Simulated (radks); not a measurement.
**Valence configurations of Si³⁺**

One table from this session's results is given with a row withheld; the runs are named, their logs left out.

Method: Dirac Kohn-Sham, PBE, spin-unpolarised, spherical densities, finite nucleus; open shells fill j = l - 1/2 first. Code: radks (a radial shooting solver on a logarithmic mesh, Libxc functionals) version 1.

## Starting point

| Quantity | Value |
| --- | --- |
| element | silicon (Z = 14) |
| charge | +3 |
| electrons | 11 |
| configuration | [Ne] 3s1 |
| nuclear rms radius | 3.1224 fm |
| others tried | 3p1; 3s0.5 3p0.5 |

The first run:

The run's settings:

```text
Z 14
configuration [Ne] 3s1
relativity Dirac
functional pbe,pbe
spin unpolarised
j_filling energy
nucleus finite rms 3.1224 fm
c 137.035999084
```

Steps of the session up to this table: [Ne] 3s1.

One table of the session follows, with a row left open; its other results are not shown here.

It belongs to the step «[Ne] 3s1». From the orbitals of this run (lengths in bohr):

```
level     <r>  outermost maximum (interpolated)  90 % within  nodes
1s1/2       ?                                 ?            ?      ?
2s1/2  0.5660                             0.454        0.891      1
2p1/2  0.5327                             0.386        0.894      0
2p3/2  0.5349                             0.387        0.898      0
3s1/2   1.846                              1.63         2.73      2
```

Estimate the missing values for 1s1/2.

**Answer.** <r>: 0.1113; outermost maximum (interpolated): 0.0726; 90 % within: 0.199; nodes: 0. In the column «<r>» it is the lowest.
